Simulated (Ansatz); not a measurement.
## Worked example: correlation energy of AsF2⁺, singlet

Geometry: that of the AsF2, doublet, kept fixed.

```xyz
3

As    0.0000   -0.3875    0.0000
F     0.0000    0.7641   -1.2906
F     0.0000    0.7641    1.2906
```

Basis cc-pVDZ; Ansatz 0.2.0. Only valence electrons are correlated (noble-gas cores and the filled d shells of p-block atoms frozen), which leaves 18 electrons in 39 orbitals. R marks a restricted (for open shells ROHF) determinant. No spin–orbit coupling is included, and no scalar relativity.

Full CI isn't at hand for all of this; RCCSDT(Q) serves as the reference, and is uncertain by about the last step of the cluster series.

Runs differ by some tens of microhartree through their thresholds, so steps under 0.03 kcal/mol mean nothing.

| level | total energy (hartree) |
| --- | --- |
| RHF | -2432.729952 |
| RMP2 | -2433.211181 |
| RCCSD | -2433.217185 |
| RCCSD(T) | -2433.231086 |
| RCCSDT | -2433.232038 |
| RCCSDT(Q) | -2433.234035 |

Problem. What is the correlation energy at RCCSDT(Q), and what share of it do RMP2 and RCCSD(T) recover?

Solution. E(corr) = -2433.234035 − (-2432.729952) = -0.504083 hartree = -13.717 eV. RMP2: -0.481229 / -0.504083 = 95.47 %. RCCSD(T): -0.501134 / -0.504083 = 99.41 %.

Problem. By how many kcal/mol does RCCSD(T) miss RCCSDT(Q) (1 hartree = 627.509 kcal/mol), and which steps make up the rest?

Solution. -2433.231086 − (-2433.234035) = 0.002949 hartree = 1.85 kcal/mol. Steps: RCCSDT − RCCSD(T) = -0.60, RCCSDT(Q) − RCCSDT = -1.25 kcal/mol. Differences between like states or geometries often cancel part of this.
